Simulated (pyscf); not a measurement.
One four-centre exchange on the singlet surface with elements of a group swapped. ωB97M-D3(BJ)/def2-TZVP, eV, from the separated reactants. Structures and frequencies: ωB97X-D3(BJ)/def2-SVP in PySCF.

```json
[
 {"step": "HO–Nb(F)(F)(F)–Cl + HF → HO–Nb(F)(F)(F)–F + HCl", "barrier": "…", "reaction energy": "…", "imaginary mode (i cm⁻¹)": "615"},
 {"step": "HO–Ta(F)(F)(F)–Cl + HF → HO–Ta(F)(F)(F)–F + HCl", "barrier": "-0.17", "reaction energy": "-0.33", "imaginary mode (i cm⁻¹)": "598"}
]
```

### Question
Some entries are withheld; supply them.

### Answer

- HO–Nb(F)(F)(F)–Cl + HF → HO–Nb(F)(F)(F)–F + HCl, barrier: -0.08
- HO–Nb(F)(F)(F)–Cl + HF → HO–Nb(F)(F)(F)–F + HCl, reaction energy: -0.31

Row 1: On the reactant side the descent ends in an adduct with a F–Nb contact, 0.42 eV under the separated species and 0.32 eV under the saddle at ωB97X-D3(BJ)/def2-TZVP. On the product side the descent ends in an adduct with a Cl–Nb contact, 0.40 eV under the separated species and 0.48 eV under the saddle at ωB97X-D3(BJ)/def2-TZVP. Row 2: On the reactant side the descent ends in an adduct with a F–Ta contact, 0.46 eV under the separated species and 0.26 eV under the saddle at ωB97X-D3(BJ)/def2-TZVP. On the product side the descent ends in an adduct with a Cl–Ta contact, 0.49 eV under the separated species and 0.45 eV under the saddle at ωB97X-D3(BJ)/def2-TZVP. Each row is the saddle that its search found. Elements past Kr carry the def2 core potentials, without spin-orbit coupling.
